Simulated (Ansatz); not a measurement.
`[SiH3]S` and `[AlH2][S][SiH3]` differ in one atom or group.

Ansatz, PBE0-D4/def2-TZVP geometries, multiplicity 1. 

| property | `[SiH3]S` |
| --- | --- |
| HOMO energy (PBE0/def2-TZVPP) / eV | -7.52 |
| HOMO–LUMO gap (PBE/def2-TZVPP) / eV | 5.53 |
| vertical ionisation energy (CCSD(T)/CBS(def2)) / eV | 10.10 |
| LUMO energy (PBE/def2-TZVPP) / eV | -0.76 |
| LUMO energy (B3LYP/def2-TZVPP) / eV | -0.15 |
| HOMO energy (ωB97M-V/def2-TZVPP) / eV | -9.71 |

Q: What does the change do to each property? (Best estimate.)

A: Ansatz gave: 
| property | `[AlH2][S][SiH3]` | shift |
| --- | --- | --- |
| HOMO energy (PBE0/def2-TZVPP) / eV | -7.78 | -0.26 |
| HOMO–LUMO gap (PBE/def2-TZVPP) / eV | 4.30 | -1.23 |
| vertical ionisation energy (CCSD(T)/CBS(def2)) / eV | 10.04 | -0.06 |
| LUMO energy (PBE/def2-TZVPP) / eV | -2.34 | -1.58 |
| LUMO energy (B3LYP/def2-TZVPP) / eV | -1.77 | -1.62 |
| HOMO energy (ωB97M-V/def2-TZVPP) / eV | -9.92 | -0.21 |

With PBE0 the HOMO falls by 0.26 eV and the LUMO falls by 1.67 eV, so the gap narrows by about 1.41 eV. PBE moves the HOMO by -0.35 eV and ωB97M-V by -0.21 eV. The zero-point energy changes by 17.8 kJ/mol with +6 modes.

B3LYP here is the variant with VWN-RPA as its local correlation; programs differ in this.
